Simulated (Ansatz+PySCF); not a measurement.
The numbers below are computed, except where a source is named.
## Several solutions for singlet H₂O

```csv
atom,x (Å),y (Å),z (Å)
O,0.0000,0.0000,-0.1197
H,0.0000,1.1313,0.7778
H,0.0000,-0.7542,0.4787
```

Basis set: 6-31G* (spherical functions). Charge 0, multiplicity 1.

UHF was run from several starts with Ansatz (development build ahead of 0.2.0) and PySCF 2.14.0.

```
run  program                                 start  converged  energy (hartree)  <S²>
  A    PySCF    guess atom, instabilities followed        yes         -75.91079  0.34
  B   Ansatz               atomic start, no search        yes         -75.90490  0.00
  C    PySCF   guess minao, instabilities followed        yes         -75.91079  0.34
  D   Ansatz           search for the lowest state        yes         -75.91079  0.34
  E    PySCF  guess huckel, instabilities followed        yes         -75.91079  0.34
  F   Ansatz               stability test followed        yes         -75.91079  0.34
  G    PySCF      guess 1e, instabilities followed        yes         -75.91079  0.34
  H    PySCF                      program defaults        yes         -75.90490  0.00
```

Which runs reached the lowest solution of this kind, and what is wrong with the others?

A, C, D, E, F, G reached the lowest solution found. Converged but too high: B by 0.16 eV, H by 0.16 eV. Convergence only shows a stationary point, and even a stable one can lie too high; stability tests and further starts are what find lower ones. Caution: the unrestricted determinant is spin contaminated.
